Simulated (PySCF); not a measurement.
C3H2N2.
SMILES: `N1=C(C1)C#N`

Method used: EOM-IP-CCSD/aug-cc-pVDZ in PySCF, restricted Hartree–Fock reference, 5 core orbitals frozen, non-relativistic, gas phase, PBE0-D3(BJ)/def2-SVP geometry.

The vertical ionisation energies are 11.23, 11.84, 13.45, 13.95, 14.25, 15.02, 16.99, 17.22 eV.

**Question.** Which Hartree–Fock orbital leads each hole, and what is its Koopmans value −ε?

**Answer.** 
```
leading hole (HF orbital)  Koopmans (eV)  EOM-IP-CCSD (eV)  change (eV)  one-hole share
                   HOMO-1          12.18             11.23        -0.95            0.95
                     HOMO          11.95             11.84        -0.11            0.96
                   HOMO-2          14.01             13.45        -0.56            0.94
                   HOMO-4          16.17             13.95        -2.22            0.92
                   HOMO-3          14.66             14.25        -0.41            0.94
                   HOMO-5          16.68             15.02        -1.66            0.93
                   HOMO-7          19.18             16.99        -2.19            0.91
                   HOMO-6          18.48             17.22        -1.26            0.93
```

**Question.** Does the order of the lines follow the orbital energies?

**Answer.** No: the HOMO-1 hole (11.23 eV) falls below the HOMO hole (11.84 eV); the HOMO-4 hole (13.95 eV) falls below the HOMO-3 hole (14.25 eV); the HOMO-7 hole (16.99 eV) falls below the HOMO-6 hole (17.22 eV). The corrections run from -2.22 to -0.11 eV, with a mean of -1.17 eV over the 8 lines; no line lies above its Koopmans value.

**Question.** At what kinetic energies would He I light (21.22 eV) eject these electrons?

**Answer.** 9.99 eV (HOMO-1), 9.38 eV (HOMO), 7.77 eV (HOMO-2), 7.27 eV (HOMO-4), 6.97 eV (HOMO-3), 6.20 eV (HOMO-5), 4.23 eV (HOMO-7), 4.00 eV (HOMO-6).

One root was sought for each valence orbital with −ε under 21 eV, eight at most, so deeper holes and satellites are missing; no vibrational structure.

Time: 2.3 min wall. Hardware: one thread of an Arm Neoverse V1 (shared host).
